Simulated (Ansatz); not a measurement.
A run of Ansatz (development build ahead of 0.2.0) on singlet CO₂ at this shape:

```yaml
atoms:
  - { symbol: C, position_ang: [0.0000, 0.0000, 0.0000] }
  - { symbol: O, position_ang: [0.0000, 0.0000, 3.4800] }
  - { symbol: O, position_ang: [0.0000, 0.0000, -3.4800] }
```

Its results:

| Item | Value |
| --- | --- |
| Converged | yes |
| Total energy | -187.81007 hartree |
| Spin squared of the determinant | 2.814 |
| Stability test | minimum |

**Question.** Which input gives this output? Name the method, the orbitals and the basis set, and write the input.

**Answer.** PBE (unrestricted) in pcseg-2.

```yaml
crystal:
  periodic: [false, false, false]
  atoms:
    - { symbol: C, position_ang: [0.0, 0.0, 0.0] }
    - { symbol: O, position_ang: [0.0, 0.0, 3.48] }
    - { symbol: O, position_ang: [0.0, 0.0, -3.48] }
basis:
  gaussian: { orbitals: pcseg-2 }
magnetization:
  spin_polarized: true
hamiltonian:
  xc: pbe
```

Caution: charge can spread falsely over distant fragments; the unrestricted determinant is a mixture of spin states.
